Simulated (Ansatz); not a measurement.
**Worked example: correlation energy of GaH⁻, doublet**

Geometry: a PBE0/def2-TZVPD stationary point for this spin.

```xyz
2

Ga    0.0000    0.0000    0.0000
H     0.0000    0.0000    1.7244
```

Basis aug-cc-pVDZ; Ansatz 0.2.0. Correlated methods freeze the noble-gas cores and the filled d shells of p-block atoms, which leaves 5 electrons in 31 orbitals. R marks a restricted (for open shells ROHF) determinant. No spin–orbit coupling is included, and no scalar relativity.

Full CI is exact within this basis and frozen core; it isn't the basis-set limit.

Runs differ by some tens of microhartree through their thresholds and, for an open shell, their frozen cores, so steps under 0.03 kcal/mol mean nothing.

```
    level  total energy (hartree)
      RHF            -1923.756883
     RMP2            -1923.819675
    RCCSD            -1923.840731
 RCCSD(T)            -1923.842912
   RCCSDT            -1923.843619
RCCSDT(Q)            -1923.843691
  full CI            -1923.843708
```

**Question.** What is the correlation energy at full CI, and what share of it do RMP2 and RCCSD(T) recover?

**Answer.** E(corr) = -1923.843708 − (-1923.756883) = -0.086825 hartree = -2.363 eV. RMP2: -0.062792 / -0.086825 = 72.32 %. RCCSD(T): -0.086029 / -0.086825 = 99.08 %.

**Question.** By how many kcal/mol does RCCSD(T) miss full CI (1 hartree = 627.509 kcal/mol), and which steps make up the rest?

**Answer.** -1923.842912 − (-1923.843708) = 0.000796 hartree = 0.50 kcal/mol. Steps: RCCSDT − RCCSD(T) = -0.44, RCCSDT(Q) − RCCSDT = -0.05, full CI − RCCSDT(Q) = -0.01 kcal/mol. That is within 1 kcal/mol of the reference in this basis, which itself misses far more of the correlation at the basis-set limit.
